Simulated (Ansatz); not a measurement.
Relaxation of CH4BS (7 atoms, charge 0, multiplicity 2), to a largest force component of 0.015 eV/Å in at most 40 steps.

All numbers below come from Ansatz, UKS LDA/def2-SVP.

```xyz
7
Properties=species:S:1:pos:R:3:forces:R:3
B -1.000 0.310 -0.664 0.94 -0.25 0.69
C 0.128 0.110 0.306 0.41 -0.70 -0.57
S 1.390 -1.037 0.038 -0.81 0.17 -0.65
H -1.823 1.104 -0.414 -0.87 0.83 0.25
H -1.046 -0.320 -1.649 -0.07 -0.68 -1.08
H 0.245 0.654 1.231 0.01 0.53 0.79
H 2.106 -0.822 1.153 0.38 0.10 0.57
```

Question: Where does it end, and by what steps?

Answer: The run converged. After 5 steps the energy has fallen by 0.101 eV; H5 moved furthest, 0.07 Å.

```json
{"step": "0", "energy less start (eV)": "0.0000", "largest force component (eV/Å)": "1.083", "accepted": "yes"}
{"step": "1", "energy less start (eV)": "-0.0854", "largest force component (eV/Å)": "0.430", "accepted": "yes"}
{"step": "2", "energy less start (eV)": "-0.0999", "largest force component (eV/Å)": "0.101", "accepted": "yes"}
{"step": "3", "energy less start (eV)": "-0.1009", "largest force component (eV/Å)": "0.075", "accepted": "yes"}
{"step": "4", "energy less start (eV)": "-0.1004", "largest force component (eV/Å)": "0.100", "accepted": "no"}
{"step": "5", "energy less start (eV)": "-0.1013", "largest force component (eV/Å)": "0.003", "accepted": "yes"}
```

```xyz
7
Properties=species:S:1:pos:R:3
B -0.983 0.308 -0.650
C 0.132 0.133 0.343
S 1.343 -1.018 0.008
H -1.865 1.124 -0.438
H -0.999 -0.372 -1.667
H 0.235 0.697 1.288
H 2.138 -0.871 1.116
```

The run took 16 s on 1 thread of Arm Neoverse N1, on a shared host, peak memory 0.13 GiB.
